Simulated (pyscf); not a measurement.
H₂N–Si(SiH₃)(SiH₃)–SiH₃ + H₂O -> H₂N–Si(SiH₃)(SiH₃)–SiH₂–OH + H₂ (four-centre exchange; singlet surface; H–Si, H–O broken, O–Si, H–H formed). Optimised with ωB97X-D3(BJ)/def2-SVP in PySCF. Energies in eV from the separated reactants.

```
level                   barrier  reaction energy
----------------------  -------  ---------------
ωB97X-D3(BJ)/def2-TZVP      [?]              [?]
PBE/def2-TZVP              1.32            -0.52
PBE0-D3(BJ)/def2-TZVP      1.41            -0.54
M06-2X/def2-TZVP            [?]            -0.71
ωB97M-D3(BJ)/def2-TZVP     1.49            -0.60
HF/def2-TZVP               2.35            -0.48
```

**Question.** Fill in the missing entries.

**Answer.** 
- ωB97X-D3(BJ)/def2-TZVP, barrier: 1.53
- ωB97X-D3(BJ)/def2-TZVP, reaction energy: -0.62
- M06-2X/def2-TZVP, barrier: 1.51

The functionals in the table span 0.20 eV in this barrier, from PBE to ωB97X-D3(BJ)/def2-TZVP. H₂N–Si(SiH₃)(SiH₃)–SiH₃ lies 0.55 eV over its isomer H₃Si–NH–SiH(SiH₃)–SiH₃ (electronic energy, ωB97M-D3(BJ)/def2-TZVP). This is the saddle that the search found; another between the same sides may lie lower.
